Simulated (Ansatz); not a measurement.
**singlet SiHF: levels of theory in one basis**

```yaml
atoms:
  - { symbol: H, position_ang: [0.0000, 0.3260, -1.1781] }
  - { symbol: Si, position_ang: [0.0000, -0.7044, -0.0239] }
  - { symbol: F, position_ang: [0.0000, 0.3784, 1.2020] }
```

Basis set: def2-SVP (spherical functions). Left uncorrelated: 6 orbitals. Charge 0, multiplicity 1.

Computed with Ansatz (development build ahead of 0.2.0); each method stands on the lowest determinant of its kind that the runs found.

```
     method  E − E(RHF) (eV)  <S²> of the determinant
        RHF             0.00                        –
        UHF            -0.02                     0.19
    RHF-MP2            -7.29                        –
RHF-CCSD(T)            -8.00                        –
UHF-CCSD(T)            -7.99                     0.19
```

**Question.** What does UHF-MP2 give on the same scale?

**Answer.** -7.17 eV.

Caution for UHF, UHF-MP2, UHF-CCSD(T): the unrestricted determinant is spin contaminated.
